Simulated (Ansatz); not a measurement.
Ansatz (a quantum-chemistry and plane-wave program) input:

Ansatz 0.2 input:
```yaml
crystal:
  periodic: [false, false, false]
  atoms:
    - {symbol: N, position_ang: [-0.00000000, -0.00000000, -0.43758825]}
    - {symbol: N, position_ang: [0.00000000, 0.00000000, 0.64838676]}
    - {symbol: H, position_ang: [-0.00000000, -0.00000000, -1.47558960]}
basis:
  gaussian:
    orbitals: cc-pVDZ
total_charge: 1
magnetization: {spin_polarized: false}
correlation: {method: ccsdt, electrons: outside_noble_gas}
```

### Question
Which total energy does the run end on?

### Answer
-109.47697 Eh (CCSDT/cc-pVDZ). The basis has 33 functions.

It need not be the lowest isomer of its formula.
